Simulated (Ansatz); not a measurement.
Geometry optimisation, RKS PBE0-D4/6-31G* in Ansatz.

input.yaml

```yaml
crystal:
  periodic: [false, false, false]
  atoms:
    - { symbol: Si, position_ang: [0.420549, 0.066011, -0.083722] }
    - { symbol: H, position_ang: [0.058135, -0.158216, 1.326611] }
    - { symbol: H, position_ang: [1.904071, -0.051599, -0.194155] }
    - { symbol: H, position_ang: [0.014747, 1.420891, -0.526788] }
    - { symbol: H, position_ang: [-0.189457, -0.991122, -0.933859] }
    - { symbol: O, position_ang: [-2.349316, 0.23987, 0.687958] }
    - { symbol: C, position_ang: [-3.177702, -0.828875, 0.287762] }
    - { symbol: H, position_ang: [-2.601417, -1.719943, 0.003374] }
    - { symbol: H, position_ang: [-3.917371, -1.106009, 1.055124] }
    - { symbol: H, position_ang: [-3.722424, -0.477517, -0.592717] }
    - { symbol: H, position_ang: [-1.806416, -0.072891, 1.447011] }
basis:
  gaussian: { orbitals: "6-31G*" }
hamiltonian:
  xc: pbe0
  dispersion: d4
relax:
  f_tol: 0.03
  max_steps: 50
```

Launched with:

```bash
$ ansatz run input.yaml --threads 1 --pin off --max-ram 2048MiB --backend cpu --events-out ev --progress --plain --runs-dir out
```

Task: Where does it end, and by what steps?

Result: It converged. The force dipped under the threshold on the way, but the program's further checks kept it going. After 11 steps the energy has fallen by 0.081 eV; H11 moved furthest, 0.48 Å.

| step | energy less start (eV) | largest force component (eV/Å) | accepted |
| --- | --- | --- | --- |
| 0 | 0.0000 | 0.733 | yes |
| 1 | -0.0584 | 0.333 | yes |
| 2 | -0.0120 | 0.945 | no |
| 3 | -0.0699 | 0.153 | yes |
| 4 | -0.0722 | 0.110 | yes |
| 5 | -0.0752 | 0.078 | yes |
| 6 | -0.0702 | 0.405 | no |
| 7 | -0.0778 | 0.028 | yes |
| 8 | -0.0794 | 0.090 | yes |
| 9 | -0.0800 | 0.096 | yes |
| 10 | -0.0806 | 0.058 | yes |
| 11 | -0.0809 | 0.017 | yes |

```xyz
11
Properties=species:S:1:pos:R:3
Si 0.447 0.069 -0.116
H 0.399 -0.239 1.341
H 1.875 -0.043 -0.540
H -0.010 1.454 -0.391
H -0.331 -0.935 -0.891
O -2.363 0.207 0.795
C -3.140 -0.845 0.264
H -2.610 -1.809 0.277
H -4.099 -0.960 0.790
H -3.349 -0.587 -0.777
H -2.188 0.008 1.724
```

Whether the end is a true minimum wasn't checked by a vibrational analysis.

The run took 50 s on 1 thread of Arm Neoverse N1 (shared host), peak memory 0.14 GiB.
